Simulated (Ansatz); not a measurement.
**AlH₃ (triplet): the correlation ladder at distance Al1–H2 = 5.502 Å, cc-pVDZ**

How much of the correlation energy of AlH₃ (triplet) does each wave-function method recover here?

Computed with Ansatz 0.2.0, Gaussian basis. Level: cc-pVDZ, core rule «outside noble gas», up to 5 orbitals frozen.

The runs, in order: UHF; CCSD(T) on ROHF; CCSD(T) on UHF; BCCD(T) on ROHF; CISD; CCSDT(Q) on ROHF; CCSDT(Q) on UHF; CASSCF and MRCISD+Q, 4 electrons in 4 orbitals; CASSCF and NEVPT2, 4 electrons in 4 orbitals; CASSCF and MRCISD+Q, 6 electrons in 7 orbitals; CASSCF and NEVPT2, 6 electrons in 7 orbitals; Full CI.

16 further runs of the same task are left out: 12 that didn't finish, 4 set aside as unsound or not needed.

## Step 1: The system

The geometry derives from a PBE0/def2-TZVP stationary point (not a proven minimum). One bond is set to the value named and the two fragments are kept rigid.

4 atoms, charge 0, spin multiplicity 3.

Atoms are counted from 1 here; the program's logs count them from 0.

Bond lengths: Al1–H3 1.843 Å, Al1–H4 1.843 Å, H3–H4 0.841 Å. Angles: H3–Al1–H4 26.4°, Al1–H3–H4 76.8°, Al1–H4–H3 76.8°.

## Step 2: UHF

Input file in.yaml:

```yaml
crystal:
  periodic: [false, false, false]
  atoms:
    - {symbol: Al, position_ang: [0.000000, 0.194037, -0.041200]}
    - {symbol: H, position_ang: [0.000000, -4.813883, -2.319959]}
    - {symbol: H, position_ang: [0.420650, -0.190149, 1.711424]}
    - {symbol: H, position_ang: [-0.420650, -0.190149, 1.711424]}
basis:
  gaussian: {orbitals: cc-pVDZ}
magnetization: {spin_polarized: true, initial_magnetization: 2}
hamiltonian: {xc: hf}
output: {orbitals: {seedname: orbitals}}
```

Launch:

```bash
ansatz run in.yaml --threads 1 --pin off --events-out ev --progress --plain --max-ram 2393MiB
```

The runs that follow: CCSD(T) on ROHF; CCSD(T) on UHF; BCCD(T) on ROHF; CISD; CCSDT(Q) on ROHF; CCSDT(Q) on UHF; CASSCF and MRCISD+Q, 4 electrons in 4 orbitals; CASSCF and NEVPT2, 4 electrons in 4 orbitals; CASSCF and MRCISD+Q, 6 electrons in 7 orbitals; CASSCF and NEVPT2, 6 electrons in 7 orbitals; Full CI.

Q: Predict the results of all the runs planned. Wanted: FCI below the RHF energy; RMP2 from FCI; UMP2 from FCI; RCCSD from FCI; RCCSD(T) from FCI; UCCSD(T) from FCI; RCCSDT(Q) from FCI; UCCSDT(Q) from FCI; MRCISD+Q pair from FCI.

**Answer**, as computed:

| quantity | value |
| --- | --- |
| FCI below the RHF energy | -2.6005 eV |
| RMP2 from FCI | +723.9 meV |
| UMP2 from FCI | +738.7 meV |
| RCCSD from FCI | +73.1 meV |
| RCCSD(T) from FCI | +19.8 meV |
| UCCSD(T) from FCI | +19.4 meV |
| RCCSDT(Q) from FCI | +0.3 meV |
| UCCSDT(Q) from FCI | +0.2 meV |
| MRCISD+Q pair from FCI | -38.7 meV |
| NEVPT2 valence from FCI | +438.5 meV |
| MRCISD+Q valence from FCI | +19.9 meV |
| levels within 1 kcal/mol (43 meV) | RCCSD(T), UCCSD(T), BCCD(T), RCCSDT, UCCSDT, RCCSDT(Q), UCCSDT(Q), MRCISD+Q pair, MRCISD+Q valence |
| T1 diagnostic | 0.019 |
| effectively unpaired electrons | 2.08 |

RCCSD(T) misses by +19.8 meV, 0.8 % of the correlation energy. MRCISD+Q pair falls below full CI: the +Q correction isn't variational, and the cores differ from full CI's. One determinant dominates. Of the multireference levels listed MRCISD+Q valence comes nearest in total energy (+19.9 meV), which doesn't show that its space is the better one. These misses are within one basis, not against nature; the frozen cores of restricted and unrestricted runs differ, which can shift their rows.
